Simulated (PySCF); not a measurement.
# Aluminium: a sound run and one with changed settings

Sound run: Al [Ne] 3s2 3p1, Al⁺ [Ne] 3s2. Computed with PySCF 2.14 in aug-cc-pV(D+d)Z (5s4p3d, 32 functions), with the non-relativistic Hamiltonian (point nucleus). In the sound run the correlated levels freeze [Ne]. The sound run starts from symmetry-adapted Hartree-Fock orbitals and uses a fine grid where one is needed.

A second run was set up differently.

```
species   method  sound run (hartree)  changed run (hartree)  converged
     Al      MP2           -241.90564             -241.93448        yes
     Al  CCSD(T)           -241.92340             -241.95206        yes
    Al⁺      MP2           -241.69405             -241.72339        yes
    Al⁺  CCSD(T)           -241.70732             -241.73645        yes
```

Ionisation energy of Al:

| method | sound run (eV) | changed run (eV) |
| --- | --- | --- |
| UHF | 5.599 | 5.599 |
| MP2 | 5.758 | 5.744 |
| SCS-MP2 | 5.737 | 5.725 |
| CCSD | 5.857 | 5.848 |
| CCSD(T) | 5.880 | 5.867 |

**Question.** What was changed?
A. all electrons correlated in a valence basis
B. basis contracted for another Hamiltonian
C. level shift left on
D. minimal basis

**Answer.** A. A valence basis has no tight correlating functions, so it recovers only part of the core correlation, and not evenly between atom and ion.
